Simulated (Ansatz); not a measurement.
# Worked example: correlation energy of C4H4S, singlet

Geometry: MP2(full)/6-31G*, from the G2/97 set.

| atom | x (Å) | y (Å) | z (Å) |
| --- | --- | --- | --- |
| S | 0.0000 | 0.0000 | 1.1449 |
| C | 0.0000 | 1.2339 | -0.0463 |
| C | 0.0000 | -1.2339 | -0.0463 |
| C | 0.0000 | 0.7092 | -1.3171 |
| C | 0.0000 | -0.7092 | -1.3171 |
| H | 0.0000 | 2.2753 | 0.2472 |
| H | 0.0000 | -2.2753 | 0.2472 |
| H | 0.0000 | 1.3219 | -2.2120 |
| H | 0.0000 | -1.3219 | -2.2120 |

Basis STO-3G; Ansatz 0.2.0. Correlated methods freeze the noble-gas cores, which leaves 26 electrons in 24 orbitals. R marks a restricted (for open shells ROHF) determinant.

Full CI isn't at hand for all of this; RCCSDTQ serves as the reference, and is uncertain by about the last step of the cluster series.

Runs differ by some tens of microhartree through their thresholds, so steps under 0.03 kcal/mol mean nothing.

```json
{"level": "RHF", "total energy (hartree)": "-545.087690"}
{"level": "RMP2", "total energy (hartree)": "-545.359964"}
{"level": "RCCSD", "total energy (hartree)": "-545.411774"}
{"level": "RCCSD(T)", "total energy (hartree)": "-545.418153"}
{"level": "RCCSDT", "total energy (hartree)": "-545.418871"}
{"level": "RCCSDT(Q)", "total energy (hartree)": "-545.420044"}
{"level": "RCCSDTQ", "total energy (hartree)": "-545.420127"}
```

Question: What is the correlation energy at RCCSDTQ, and what share of it do RMP2 and RCCSD recover?

Answer: E(corr) = -545.420127 − (-545.087690) = -0.332437 hartree = -9.046 eV. RMP2: -0.272274 / -0.332437 = 81.90 %. RCCSD: -0.324084 / -0.332437 = 97.49 %.

Question: By how many kcal/mol does RCCSD(T) miss RCCSDTQ (1 hartree = 627.509 kcal/mol), and which steps make up the rest?

Answer: -545.418153 − (-545.420127) = 0.001974 hartree = 1.24 kcal/mol. Steps: RCCSDT − RCCSD(T) = -0.45, RCCSDT(Q) − RCCSDT = -0.74, RCCSDTQ − RCCSDT(Q) = -0.05 kcal/mol. With more than one leading determinant such errors change with state and geometry, and needn't cancel in differences.
